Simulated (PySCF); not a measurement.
**Nuclear quadrupole coupling in metal hydrosulfide**

Metal hydrosulfide, HNaS.
Atom-mapped SMILES: `[Na:1][SH:2]` (hydrogens: H3 on S2)

Field gradients from the PBE0/pcSseg-2 density (PySCF, non-relativistic), principal values in atomic units, ordered |Vxx| ≤ |Vyy| ≤ |Vzz|:

```csv
atom,Vxx,Vyy,Vzz
Na1,0.0681,0.1349,-0.2029
S2,-0.5819,-1.3747,1.9566
```

**Question.** Find the asymmetry η = (Vxx − Vyy)/Vzz and the couplings χ = eQV/h (234.96 MHz × Q in barn × V in au), with Q(23Na) = 0.104 b, Q(33S) = −0.0678 b.

**Answer.** 
```tsv
atom	environment	nucleus	η	χzz (MHz)	χxx (MHz)	χyy (MHz)
Na1	sodium bonded to S	23Na	0.33	-4.959	1.663	3.296
S2	sulfur bonded to Na and H	33S	0.41	-31.17	9.27	21.90
```

The tensor is traceless: Vxx + Vyy + Vzz = 0.

**Question.** What is Vzz at Na1 in SI units (1 au = 9.71736 × 10²¹ V/m²)?

**Answer.** -0.2029 au = -1.972 × 10²¹ V/m².

Geometry: PBE0-D3(BJ)/def2-TZVP; no solvent, vibrations or thermal averaging.
